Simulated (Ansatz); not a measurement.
# Match the barriers

Saddle point of CH$_{4}$OSi, closed shell (CH₄OSi ([CH3][Si][OH]) → CH₄OSi ([CH3][SiH][O]); bonds formed: H1–Si3; bonds broken: H1–O2), PBE0-D4/def2-TZVP structure:

H1  (-0.199, -2.299, -0.754)
O2  (-1.283, -1.616, -0.005)
Si3  (0.056, -0.849, -0.330)
C4  (0.321, 0.926, 0.194)
H5  (1.217, 1.022, 0.814)
H6  (-0.559, 1.245, 0.763)
H7  (0.446, 1.570, -0.682)
(Å)

Program: Ansatz 0.2.0. Basis: def2-TZVPP, with def2-QZVPP for the basis limit. Cores are frozen in the correlated methods. B3LYP uses VWN-RPA correlation. Extrapolation: Hartree–Fock as exp(−7.88 √X), correlation as X^−2.97. Four methods, as single points on the PBE0-D4 structures, gave these electronic barriers from the start structure: 2.108, 2.359, 2.464, 3.465 eV.

**Question.** The methods were, in alphabetical order, B3LYP-D4, HF, MP2, PBE-D4. Which gave which? (A judgement: the text doesn't fix the answer.)

**Answer.** The calculation gives: PBE-D4 2.108; MP2 2.359; B3LYP-D4 2.464; HF 3.465 eV. For comparison, CCSD(T) at an estimated basis limit (MP2 extrapolated from triple and quadruple zeta, plus CCSD(T) − MP2 in triple zeta) gives 2.495 eV.

The T1 diagnostic stays at or below 0.026. The T1 diagnostic is large here, which may signal multireference character or strong orbital relaxation, so CCSD(T) is less sure. The restricted Hartree–Fock reference is unstable towards an unrestricted one at one or more of these structures.

Labels in which every atom is bracketed show which atoms are joined, not bond orders.

For scale, one of the runs: CCSD(T)/def2-TZVPP, 160 basis functions, launched by `ansatz run in.yaml --threads 2 --pin off --events-out ev --progress --plain --max-ram 4352MiB`. Hardware: 2 CPU threads of an Arm Neoverse V1, shared host. Wall time 21 s; peak host memory 1.1 GiB.
